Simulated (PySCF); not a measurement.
**Working out the electron affinity of Si**

Si⁻ [Ne] 3s2 3p3 (4S) → Si [Ne] 3s2 3p2 (3P). Calculation: PySCF 2.14, in dyall-acv3z; no relativity, point nucleus. Frozen: [Ne]; the 23 highest virtual orbitals dropped. Energies in hartree (1 hartree = 27.21139 eV):

```
            part  Si⁻ (lower)   Si (upper)
             UHF  -288.889825  -288.858670
CCSD correlation    -0.093192    -0.075694
             (T)    -0.004937    -0.002680
```

What does Hartree-Fock give?

(-288.858670) − (-288.889825) = 0.031155 hartree = 0.848 eV.

What do CCSD and CCSD(T) give?

The CCSD correlation energies differ by 0.017498 hartree = 0.476 eV and the triples by 0.002257 hartree = 0.061 eV, so CCSD gives 1.324 eV and CCSD(T) 1.385 eV.

A first-order spin-orbit estimate adds -0.016 eV to CCSD(T) (valence), giving 1.369 eV against 1.390 eV (measured; photodetachment measurements, as compiled on the Wikipedia data page of electron affinities).

What remains against the reference includes basis incompleteness, the frozen core and higher excitations.
